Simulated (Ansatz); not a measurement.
**Trigonal Se: elastic constant C13 by level of theory**

No measured value is used here.

Q: Put these levels in order of the elastic constant C13 that they give for trigonal Se, smallest first: PBE (Ansatz, an electronic-structure program), PBEsol (Ansatz), r²SCAN (Ansatz).

A: PBE (8.90 GPa), r²SCAN (13.3 GPa), PBEsol (28.2 GPa)

Unless a cell is named, each level is at its own relaxed cell (PBE 29.85, PBEsol 24.11, r²SCAN 29.26 Å³/atom).

r²SCAN, PBE, PBEsol: the cell comes from a level without a dispersion term, which matters for the spacing of layers, chains or molecules. Each level is taken at its own relaxed cell. Cutoffs differ between the levels. Ansatz's density-functional and Hartree–Fock values are scalar-relativistic unless marked +SOC, with PAW data made under PBE.
